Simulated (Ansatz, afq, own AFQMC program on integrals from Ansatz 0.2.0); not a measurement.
Integrals from Ansatz 0.2.0, then the random walk in our own AFQMC program (afq).

```yaml
crystal:
  periodic: [false, false, false]
  atoms:
    - {symbol: B, position_ang: [0.000000, 0.000000, 0.000000]}
    - {symbol: O, position_ang: [0.000000, 0.000000, 1.200581]}
basis:
  gaussian: {orbitals: aug-cc-pVDZ}
total_charge: -1
magnetization: {spin_polarized: true, initial_magnetization: 2}
correlation: {method: ccsd_t, electrons: outside_noble_gas, hamiltonian_folder: ham}
```

```sh
$ ansatz run in.yaml --threads 1 --pin off --events-out ev --progress --plain --max-ram 24576MiB --backend cuda --devices 0, --max-vram 18GiB
```

afq runs on the folder ham with

```
--method phaseless --trial cisd --walkers 4000 --populations 20 --least-time 60 --time-step 0.005 --steps-per-block 50 --equilibration-blocks 28 --max-blocks 4000 --target-error 0.00019 --factor-cut 1e-05 --start spin_pure --seed 595 --release-times 0.24,0.51,0.99,1.62,2.4 --release-step 0.03 --release-every 3 --taylor-order 6
```

Times are imaginary, in 1/Eh. The walk had a cap of 138 s. With eight or more populations the least sampling time is a fifth of least-time, and the error comes from their spread.

afq prints:

```
orbitals 44  electrons 6 4  factors 325 of 449
reference energy -99.48758468 Eh
CCSD correlation -0.25790936 Eh in 14 cycles, weight of the determinant in the CISD state 0.8965
energy of the start -99.744529 Eh
 block  time / (1/Eh)  mean weight  energy / Eh
     1     0.250  1.0002  -99.744321
     2     0.500  0.9996  -99.747866
     3     0.750  0.9998  -99.750830
     4     1.000  1.0000  -99.752471
     5     1.250  0.9999  -99.753768
    10     2.500  0.9998  -99.757167
    19     4.750  0.9999  -99.757953
    29     7.250  1.0000  -99.756883
    39     9.750  0.9998  -99.756917
    49    12.250  0.9999  -99.756588
    59    14.750  0.9997  -99.757056
    69    17.250  0.9998  -99.757047
    75    18.750  1.0002  -99.760593
    79    19.750  0.9998  -99.758041
    89    22.250  1.0000  -99.755542
    99    24.750  1.0001  -99.756947
   107    26.750  1.0003  -99.755349
error from the spread of 20 populations
released: time / (1/Eh)  energy / Eh  error  mean overlap
  0.24  -99.757257  0.000135  0.9982
  0.51  -99.757357  0.000139  0.9976
  0.99  -99.757473  0.000134  0.9976
  1.62  -99.757516  0.000191  0.9969
  2.40  -99.757845  0.000211  0.9922
energy -99.757057 +/- 0.000170 Eh
(rows thinned)
```

The run passed its tests (sampling time, drift between the halves within three errors, error under three times the target), which doesn't prove that it has relaxed.

Against this walk (error 4.6 meV) on the same determinant: CCSD(T) 32.4 meV higher, CCSDT(Q) 19.0 meV lower. The error is statistical and leaves out the bias of the constraint. The released energies are still falling (meV from the phaseless value at times in 1/Eh: -5 ± 4 at 0.24, -8 ± 4 at 0.51, -11 ± 4 at 0.99, -13 ± 5 at 1.62, -21 ± 6 at 2.40), so they give no level.

Cautions: constraint bias not in the error; lower spins were not checked; at this level and basis the anion state lies above a neutral one.

The walk took 98 s on 1 × NVIDIA H100 80GB HBM3 with 2 threads of AMD EPYC 7R13 Processor (Zen 3), with other jobs on the host (the card was shared). The log's last line is the phaseless energy.

CCSDT and higher add their correlation energy to the determinant of the CCSD(T) run, since their own runs factorise the integrals more tightly (a shift of under 2 meV). A walk keeps the symmetry of its determinant, which the program's search chose and which needn't be the lowest solution, so a lower state of the same spin and another symmetry isn't excluded.
